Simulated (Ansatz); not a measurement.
Molecule: C2H2F, charge 0, multiplicity 2. It need not be the lowest isomer of its formula. 
Coordinates optimised at B3LYP-D3(BJ)/def2-TZVP (Ansatz, an electronic-structure program):
```
C
C 1 1.3001
F 1 1.3501 2 123.21
H 2 1.0733 1 139.33 3 180.00
H 1 1.0877 2 125.07 4 0.00
```
Charge 0, spin multiplicity 2.

Basis-set convergence of Hartree-Fock and MP2 correlation energies (hartree) with Ansatz. Correlated levels leave the core frozen unless marked. UHF or UKS for open shells. No spin-orbit coupling. Non-relativistic.

The UHF reference is spin-contaminated (<S^2> 0.18 over the pure value in the largest basis). 

```json
[
 {"basis": "cc-pVDZ", "functions": "-", "E(HF)": "-176.24669", "E(corr, MP2)": "-0.40742"},
 {"basis": "cc-pVTZ", "functions": "118", "E(HF)": "?", "E(corr, MP2)": "?"}
]
```

Problem. What belongs in the gaps?

Solution. 
- cc-pVTZ, E(HF): -176.30333
- cc-pVTZ, E(corr, MP2): -0.52491
